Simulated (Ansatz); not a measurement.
`BB[SiH3]` + H₂O → `BBO` + SiH₄ at 500 K and 1 bar (formal hydrolysis of a B–Si bond).

Gas-phase electronic energies from Ansatz, PBE0-D4/def2-TZVP geometries. CCSD(T)/CBS is the MP2 limit (def2-TZVPP, def2-QZVPP) plus CCSD(T) − MP2 in def2-TZVPP, frozen cores. This one scheme is used for every species. One conformer a species, not always the lowest.

| species | CCSD(T)/CBS energy (Eh) | H − E (kJ/mol) | S (J/(mol·K)) |
| --- | --- | --- | --- |
| `BB[SiH3]` | -342.20223 | 186.6 | 371.6 |
| H₂O | -76.37941 | 73.2 | 206.3 |
| `BBO` | -127.16606 | 153.7 | 310.2 |
| SiH₄ | -291.46306 | 102.4 | 230.9 |

H − E and S are ideal-gas, rigid-rotor, harmonic terms from PBE0-D4/def2-TZVP, for one conformer and one mirror image of each species. 1 Eh = 2625.50 kJ/mol, R = 8.31446 J/(mol·K).

Question: By hand: ΔE, ΔH, ΔS and ΔG.

Answer: ΔE = (-127.16606) + (-291.46306) − (-342.20223) − (-76.37941) = -0.04748 Eh = -124.7 kJ/mol. Δ(H − E) = 153.7 + 102.4 − 186.6 − 73.2 = -3.7, so ΔH = -128.4 kJ/mol. ΔS = 310.2 + 230.9 − 371.6 − 206.3 = -36.8 J/(mol·K). ΔG = -128.4 − 500 × (-36.8)/1000 = -110.0 kJ/mol.

Question: By hand: the equilibrium constant, and the temperature at which ΔG would vanish if ΔH and ΔS stayed fixed.

Answer: log₁₀ K = −ΔG/(RT ln 10) = 11.5. ΔG = 0 at ΔH/ΔS = 3489 K, far beyond where these terms or the molecules hold.

ΔH outweighs TΔS. A doubt of 5 kJ/mol in ΔE shifts log₁₀ K by 0.5 here. Other conformers and mirror images would add mixing entropy, several J/(mol·K) or more a flexible species. These are equilibria of isolated gas molecules and say nothing of rates. Largest T1 diagnostic: 0.015 (customary marks: 0.02 for closed shells, 0.045 for open ones).
